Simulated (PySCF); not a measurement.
Energies from PySCF, thermal terms from the rigid-rotor harmonic-oscillator model, ideal gas at 1 bar. The comparison is the NASA 1993 polynomial table, which mixes measured and estimated data. 6-31G* has spherical d functions here. All species are closed-shell singlets. The harmonic model lacks anharmonicity and excited electronic states, which grow with temperature; levels with a mode under 35 cm⁻¹ are left out.

Harmonic frequencies at HF/6-31G* (cm⁻¹): 560, 583, 583, 1210, 1550, 1550. Point group D3h; S°(298 K) = 254.6 J/mol/K at this level.

Question: Work out Cp and S° of gaseous SO₃ at 500, 800, 1200, 1600, 2000 K from these, and set them beside the table.

Answer: 
| T (K) | Cp HF/6-31G* | Cp table | S° HF/6-31G* | S° table |
|---|---|---|---|---|
| 500 | 60.4 | 63.1 | 282.6 | 286.1 |
| 800 | 70.8 | 72.8 | 313.6 | 318.2 |
| 1200 | 76.8 | 77.7 | 343.6 | 348.8 |
| 1600 | 79.4 | 80.0 | 366.1 | 371.5 |
| 2000 | 80.7 | 81.3 | 384.0 | 389.5 |
Units J/mol/K.
